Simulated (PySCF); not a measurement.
PySCF input:

```python
from pyscf import gto, scf, dft

mol = gto.M(
    atom='''
    C    -0.00108478    0.01125913    0.11444147
    C    -0.01259876    0.13076463    1.32913478
    C     0.01178222   -0.12228971   -1.24299295
    H    -0.02261568    0.23473201    2.38589352
    H     0.94544728   -0.15717806   -1.78780376
    H    -0.91142373   -0.19595820   -1.80158956
    ''',
    basis='def2-tzvpd',
    charge=0,
    spin=1,
    verbose=4,
)

mf = dft.UKS(mol, xc='tpss').density_fit(auxbasis='def2-universal-jkfit')
mf.grids.level = 3
mf.conv_tol = 1e-9
mf.max_cycle = 100
mf.max_memory = 1500
mf.kernel()
if not mf.converged:
    mf = mf.newton()
    mf.kernel(mf.make_rdm1())
for _ in range(2):
    mo, _, stable, _ = mf.stability(return_status=True)
    if stable:
        break
    mf.kernel(mf.make_rdm1(mo, mf.mo_occ))
mf.analyze()
```

### Question
Which total energy does the run end on?

### Answer
-116.06984 Eh (TPSS/def2-TZVPD).

It need not be the lowest isomer of its formula.
